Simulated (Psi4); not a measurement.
Process, species as SMILES: C=CF → C=[C-]F + H+
B3LYP-D3(BJ)/def2-TZVP geometries, fixed; electronic energies without zero-point terms.

Effect of the grid (radial, spherical points) at wB97X-V/cc-pVTZ with Psi4, against the last row, where the deprotonation energy is 406.15 kcal/mol. The proton leaves the site shown, which need not be the most acidic.

```tsv
setting	grid points, largest species	largest shift of a total energy (mEh)	shift of the deprotonation energy (kcal/mol)
grid: 35, 110	22560	-0.143	0.172
grid: 50, 194	56871	0.052	0.021
grid: 75, 302	130594	0.004	0.002
grid: 99, 590	335330	0.000	0.000
grid: 150, 974	834714	0.000	0.000
```

Within 0.05 kcal/mol in the deprotonation energy: grid: 50, 194; grid: 75, 302; grid: 99, 590. The largest shift is 0.143 mEh in a total energy and 0.172 kcal/mol in the difference.
